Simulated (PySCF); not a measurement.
Point-charge models of silylidenephosphane (`[SiH2]=P`) against its computed dipole.

Coordinates (GFN2-xTB, Å) and charges (e) from the PBE0/pcSseg-1 density (PySCF):

```
atom       x       y       z  Mulliken      IAO  Hirshfeld  ESP-fitted
 Si1  -0.565   0.013  -0.204   +0.2746  +0.3643    +0.2546     +0.1315
  P2   1.307  -0.911  -0.184   -0.2333  -0.1888    -0.1150     -0.2940
  H3  -0.979   1.406  -0.358   -0.0485  -0.0933    -0.0601     +0.0057
  H4  -1.782  -0.774  -0.044   -0.0453  -0.0897    -0.0640     +0.0237
  H5   2.027   0.269  -0.366   +0.0524  +0.0074    -0.0156     +0.1331
```

**Question.** Compute μ = Σ q r for each scheme (1 e·Å = 4.803 D) and compare with the dipole of the full density.

**Answer.** The full density gives (-1.13, 1.44, -0.12) D, 1.83 D in size; dipole vectors point from the negative to the positive end.

| scheme | μx | μy | μz | size (D) | share of the full size (%) | angle to the full dipole (°) |
| --- | --- | --- | --- | --- | --- | --- |
| Mulliken | -1.08 | 0.95 | -0.06 | 1.44 | 79 | 11 |
| IAO | -0.90 | 0.56 | -0.02 | 1.06 | 58 | 20 |
| Hirshfeld | -0.73 | 0.33 | 0.00 | 0.81 | 44 | 28 |
| ESP-fitted | -1.14 | 1.42 | -0.12 | 1.82 | 99 | 1 |

**Question.** Which set comes closest?

**Answer.** Length of the difference vector: ESP-fitted 0.02 D, Mulliken 0.50 D, IAO 0.91 D, Hirshfeld 1.18 D. Closest: ESP-fitted. ESP charges are fitted to the potential around the molecule, whose slowest-falling term is the dipole's. The schemes that divide the density aren't constrained to reproduce the dipole.

**Question.** What is left for the Hirshfeld atoms' own dipoles?

**Answer.** The shares of the density sum to the whole, so what Σ q r misses lies in dipoles about the nuclei. The atomic dipoles sum to (-1.13, 1.44, -0.12) − (-0.73, 0.33, 0.00) = (-0.40, 1.11, -0.12) D, 1.18 D in size.

**Question.** With the origin at the mean of the coordinates, (0.002, 0.001, -0.231) Å, which are the largest single terms, by size, of the Mulliken dipole along the direction of the full one?

**Answer.** P2 +1.71, Si1 +0.47, H3 -0.40, H5 -0.26, H4 -0.10 D; all 5 atoms together +1.42 D. The single terms depend on the origin, their sum doesn't.

**Question.** Give the size of the full dipole in other units.

**Answer.** 1.83 D = 0.721 au = 0.382 e·Å = 6.11 × 10⁻³⁰ C·m.

Geometry: GFN2-xTB; no solvent, vibrations or thermal averaging.
